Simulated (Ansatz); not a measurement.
# Worked example: basis-set limit for BN (boron nitride)

The species is BN (2 atoms), meant as a triplet with charge 0. As SMILES, `B#N`. The coordinates come from a PBE0-D4/def2-TZVP relaxation.

```xyz
2

B     0.0000    0.0000   -0.0235
N     0.0000    0.0000    1.2919
```

MP2 energies, 2 core orbitals frozen (Ansatz 0.2.0):

```
          basis  X  functions  Hartree–Fock (Eh)  correlation (Eh)
jun-cc-pV(D+d)Z  2         36         -79.000942         -0.178477
jun-cc-pV(T+d)Z  3         78         -79.016321         -0.220853
```

The +d sets add a tight d function on Al to Ar only. The correlation energy converges as X⁻³, the Hartree–Fock energy about exponentially.

Question: Extrapolate to the complete basis.

Answer: 
1. Correlation: E(∞) = (3³ E(3) − 2³ E(2))/(3³ − 2³) = (27 × (-0.220853) − 8 × (-0.178477))/19 = -0.238696 Eh.
2. Hartree–Fock: take the larger basis, -79.016321 Eh; it moved by -15.38 mEh in the last step.
3. Total: -79.016321 + (-0.238696) = -79.255017 Eh.
4. jun-cc-pV(T+d)Z holds 92.5 % of the extrapolated correlation energy, jun-cc-pV(D+d)Z 74.8 %.

This is an estimate of the method's limit, not an exact energy. Double-zeta sets lie outside the range where X⁻³ holds well, so a D–T extrapolation is rough.
